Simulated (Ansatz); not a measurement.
**A barrier at the coupled-cluster level**

Start structure (C₂H₇N, singlet), relaxed at PBE0-D4/def2-TZVP:

N1  (-1.370, -0.172, -0.026)
C2  (0.012, -0.431, 0.352)
H3  (0.391, -1.403, -0.001)
H4  (0.059, -0.457, 1.445)
C5  (0.915, 0.671, -0.162)
H6  (1.950, 0.507, 0.146)
H7  (0.898, 0.711, -1.256)
H8  (0.586, 1.642, 0.214)
H9  (-1.461, -0.167, -1.035)
H10  (-1.980, -0.901, 0.321)
(Å)

The step: C₂H₇N (CCN) → C₂H₄ (C=C) + NH₃; bonds formed: N1–H8; bonds broken: N1–C2, C5–H8. Computed with Ansatz 0.2.0 (basis: def2-TZVPP and def2-QZVPP); correlated methods freeze the cores. Extrapolation: Hartree–Fock as exp(−7.88 √X), correlation as X^−2.97. Energies below are by CCSD(T) at an estimated basis limit (MP2 extrapolated from triple and quadruple zeta, plus CCSD(T) − MP2 in triple zeta).

Q: What are the electronic barrier and the energy of the step, from the start structure to the end structure? (Judge from chemistry; the value comes from the calculation.)

A: The calculation gives: Barrier 302.3 kJ/mol; step energy 64.2 kJ/mol (uphill); reverse barrier, their difference, 238.0 kJ/mol. Barrier and step energy count from the start structure, the reverse barrier from the end structure.

The saddle point: One imaginary mode of 1014i cm⁻¹.
| pair | start (Å) | saddle (Å) | end (Å) |
| --- | --- | --- | --- |
| N1–H8 | 2.68 | 1.13 | 1.01 |
| N1–C2 | 1.46 | 1.58 | 3.56 |
| C5–H8 | 1.09 | 1.77 | 2.81 |

Zero-point energy (harmonic, PBE0-D4): ZPE is 243.9 kJ/mol at the start and 226.1 kJ/mol at the saddle, so the barrier goes from 302.3 to 284.5 kJ/mol.

First-order rate constant out of the start structure at 298 K by transition-state theory, with harmonic vibrational free energies alone and no tunnelling: ΔA‡ = 284.1 kJ/mol, so k = (kB T/h) exp(−ΔA‡/kB T) ≈ 10^-37 s⁻¹ (an order of magnitude at best: rotation, the number of equivalent paths and anharmonicity are left out).

No T1 diagnostic of these runs exceeds 0.014.

For scale, one of the runs: CCSD(T)/def2-TZVPP, 191 basis functions, launched by `ansatz run in.yaml --threads 2 --pin off --events-out ev --progress --plain --max-ram 4352MiB`. Time: 53 s of wall clock on 2 CPU threads of an Arm Neoverse V1; the host was shared. Peak host memory: 2.2 GiB.
